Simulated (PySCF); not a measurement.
Compound: H2NCO+, CH₂NO (charge +1).
Cartesian coordinates in Å at the PBE0-D3(BJ)/def2-SVP level; atoms count from 1:
```
atom  x, y, z in Å
N1    -0.505   -0.004   -0.039
C2     0.762   -0.046    0.008
O3     1.888   -0.082    0.049
H4    -0.997    0.899   -0.052
H5    -1.055   -0.872   -0.062
```

The closed-shell ground state was solved at several levels (PySCF, density fitting, gas phase, non-relativistic).

```csv
level,basis functions,HOMO (eV),LUMO (eV),gap (eV)
B3LYP/pcJ-2,201,-16.97,-8.88,8.09
B3LYP/pcSseg-2,136,-16.97,-8.88,8.09
B3LYP/pcJ-1,101,-17.02,-8.95,8.07
PBE/pcJ-1,101,-15.74,-9.84,5.90
B3LYP/pcJ-0,45,-17.31,-9.48,7.83
B3LYP/6-31G*,46,-16.84,-8.79,8.05
B3LYP/def2-TZVP,105,-16.95,-8.85,8.10
PBE0/def2-SVPD,79,-17.29,-8.64,8.65
```

(1) What might PBE0/pcSseg-1 (61 basis functions) give for the same quantities?

(2) Over all these levels, which gives the widest orbital gap and which the narrowest?

(3) How much does the basis alone move the frontier levels among the 6 B3LYP rows?

## Answers

(1) HOMO -17.30 eV, LUMO -8.62 eV, gap 8.68 eV.

(2) PBE0/pcSseg-1 (global hybrid, 25 % exact exchange) has the widest, 8.68 eV, and PBE/pcJ-1 (GGA) the narrowest, 5.90 eV. Functional and basis both differ between the two, so the spread mixes both effects.

(3) The HOMO by 0.47 eV and the LUMO by 0.69 eV. By rising basis size (HOMO, LUMO in eV): pcJ-0 -17.31, -9.48; 6-31G* -16.84, -8.79; pcJ-1 -17.02, -8.95; def2-TZVP -16.95, -8.85; pcSseg-2 -16.97, -8.88; pcJ-2 -16.97, -8.88.
